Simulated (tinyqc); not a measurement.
Worked calculation: G0W0 on RHF in the sto-3g basis, for BH2+, spin multiplicity 1. One step of it, computed by the program tinyqc.

Task: Iteration 7 (converged): orbitals. Diagonalise F' = X^T F X, C = X C', fill 3 alpha and 3 beta electrons from the bottom; D = 2 C_occ C_occ^T. Each column has its largest component positive (the first on a tie).

converged F (hartree), order 1B 1s, 1B 2s, 1B 2px, 1B 2py, 1B 2pz, 2H 1s, 3H 1s:
$$\begin{pmatrix}
-7.955847 & -2.311125 & 0.000000 & 0.000000 & 0.006284 & -0.635616 & -0.635616 \\
-2.311125 & -1.481812 & 0.000000 & 0.000000 & -0.095716 & -0.795131 & -0.795131 \\
0.000000 & 0.000000 & -0.186428 & 0.000000 & 0.000000 & 0.000000 & 0.000000 \\
0.000000 & 0.000000 & 0.000000 & -0.725596 & 0.000000 & -0.565194 & 0.565194 \\
0.006284 & -0.095716 & 0.000000 & 0.000000 & -0.220502 & -0.163187 & -0.163187 \\
-0.635616 & -0.795131 & 0.000000 & -0.565194 & -0.163187 & -0.771526 & -0.167436 \\
-0.635616 & -0.795131 & 0.000000 & 0.565194 & -0.163187 & -0.167436 & -0.771526
\end{pmatrix}$$

X, order 1B 1s, 1B 2s, 1B 2px, 1B 2py, 1B 2pz, 2H 1s, 3H 1s:
$$\begin{pmatrix}
0.000000 & -0.322929 & 0.816416 & 0.000000 & -0.528633 & 0.000000 & 0.209811 \\
0.000000 & 1.323374 & -0.224819 & 0.000000 & -0.179537 & 0.000000 & 0.476129 \\
0.000000 & 0.000000 & 0.000000 & 1.000000 & 0.000000 & 0.000000 & 0.000000 \\
1.285298 & 0.000000 & 0.000000 & 0.000000 & 0.000000 & 0.571637 & 0.000000 \\
0.000000 & 0.384715 & 0.572674 & 0.000000 & 0.775043 & 0.000000 & 0.131311 \\
-0.969928 & -0.865444 & -0.196921 & 0.000000 & 0.133623 & 0.378752 & 0.354072 \\
0.969928 & -0.865444 & -0.196921 & 0.000000 & 0.133623 & -0.378752 & 0.354072
\end{pmatrix}$$

Give: F' = X^T F X; orbital energies; coefficients C; D after iteration 7.

Result:

F' = X^T F X (hartree):
$$\begin{pmatrix}
0.483 & 0.000 & 0.000 & 0.000 & 0.000 & -0.013 & 0.000 \\
0.000 & 0.162 & 0.550 & 0.000 & -0.319 & 0.000 & 0.128 \\
0.000 & 0.550 & -4.302 & 0.000 & 3.163 & 0.000 & -1.998 \\
0.000 & 0.000 & 0.000 & -0.186 & 0.000 & 0.000 & 0.000 \\
0.000 & -0.319 & 3.163 & 0.000 & -2.666 & 0.000 & 1.641 \\
-0.013 & 0.000 & 0.000 & 0.000 & 0.000 & -0.900 & 0.000 \\
0.000 & 0.128 & -1.998 & 0.000 & 1.641 & 0.000 & -2.154
\end{pmatrix}$$

orbital energies (hartree): MO1 -7.960, MO2 -1.018, MO3 -0.900, MO4 -0.223, MO5 -0.186, MO6 0.240, MO7 0.483

coefficients C, order 1B 1s, 1B 2s, 1B 2px, 1B 2py, 1B 2pz, 2H 1s, 3H 1s:
$$\begin{pmatrix}
0.992 & -0.239 & 0.000 & 0.099 & 0.000 & -0.207 & 0.000 \\
0.031 & 0.643 & 0.000 & -0.432 & 0.000 & 1.208 & 0.000 \\
0.000 & 0.000 & 0.000 & 0.000 & 1.000 & 0.000 & 0.000 \\
0.000 & 0.000 & 0.584 & 0.000 & 0.000 & 0.000 & 1.280 \\
0.001 & 0.080 & 0.000 & 0.898 & 0.000 & 0.530 & 0.000 \\
-0.005 & 0.312 & 0.370 & 0.172 & 0.000 & -0.897 & -0.973 \\
-0.005 & 0.312 & -0.370 & 0.172 & 0.000 & -0.897 & 0.973
\end{pmatrix}$$

D after iteration 7, order 1B 1s, 1B 2s, 1B 2px, 1B 2py, 1B 2pz, 2H 1s, 3H 1s:
$$\begin{pmatrix}
2.083 & -0.247 & 0.000 & 0.000 & -0.036 & -0.160 & -0.160 \\
-0.247 & 0.830 & 0.000 & 0.000 & 0.103 & 0.402 & 0.402 \\
0.000 & 0.000 & 0.000 & 0.000 & 0.000 & 0.000 & 0.000 \\
0.000 & 0.000 & 0.000 & 0.681 & 0.000 & 0.432 & -0.432 \\
-0.036 & 0.103 & 0.000 & 0.000 & 0.013 & 0.050 & 0.050 \\
-0.160 & 0.402 & 0.000 & 0.432 & 0.050 & 0.469 & -0.078 \\
-0.160 & 0.402 & 0.000 & -0.432 & 0.050 & -0.078 & 0.469
\end{pmatrix}$$
